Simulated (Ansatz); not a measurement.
# Voigt–Reuss–Hill bulk modulus of zinc-blende GaP at several levels of theory

No measured value is used here.

| level (code) | value (GPa) | cell (Å³/atom) |
|---|---|---|
| LC-ωPBE (Ansatz) | (withheld) | 19.47 |
| r²SCAN0 (Ansatz) | 94.7 | 20.05 |
| r²SCANh (Ansatz) | 90.7 | 20.17 |

### Question
What belongs in the gaps?

### Answer

- LC-ωPBE (Ansatz, a quantum-chemistry and plane-wave program), value (GPa): 108

Each level is taken at its own relaxed cell. Cutoffs differ between the levels. Ansatz's density-functional and Hartree–Fock values are scalar-relativistic unless marked +SOC, with PAW data made under PBE.
